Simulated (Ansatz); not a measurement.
We consider CaB6-type CaB6, described by r²SCAN+rVV10 in Ansatz (plane waves, PAW).

Numerical settings: plane-wave cutoff 560 eV, 8×8×8 k mesh, Fermi–Dirac smearing 0.01 eV, scalar-relativistic PAW data made under PBE.

Shape and atoms are relaxed at each volume.

Pressure at four volumes; x = ln(V/10.076 Å³). One pressure is withheld.

| V (Å³/atom) | x | P (GPa) |
|---|---|---|
| 9.673 | -0.0408 | 6.89 |
| 10.076 | 0.0000 | 0.00 |
| 10.277 | 0.0198 | -2.99 |
| 10.479 | 0.0392 | ? |

Task: Pass a parabola P(x) through the three rows shown, estimate the bulk modulus and its pressure derivative near zero pressure, and predict the withheld pressure.

Result: Slopes between the rows: (0.00 − (6.89))/(0.0000 − (-0.0408)) = -168.87 and (-2.99 − (0.00))/(0.0198 − (0.0000)) = -151.01 GPa. Their difference over the span 0.0606 is c = 17.86/0.0606 = 294.7 GPa, so P(x) = 6.89 + (-168.87)(x − (-0.0408)) + 294.7 (x − (-0.0408))(x − (0.0000)). At the middle row B = −dP/dx = −[-168.87 + 294.7 × 0.0408] = 156.8 GPa, and B′ = dB/dP = 2c/B = 3.8. At x = 0.0392 the parabola gives -5.70 GPa; the run gives -5.69 GPa. The Birch–Murnaghan fit to the energies at all volumes has B0 = 157 GPa and B′ = 3.7.

Measured, for comparison: bulk modulus 170 ± 5 GPa (room temperature, not corrected to a static lattice; as tabulated in Structural stability and vibrational characteristics of CaB6 under high …). Computed (rounded) less measured: bulk modulus -8 %.

Note: the bulk modulus comes from volumes at which shape and atoms were relaxed.

Ansatz is an electronic-structure program.
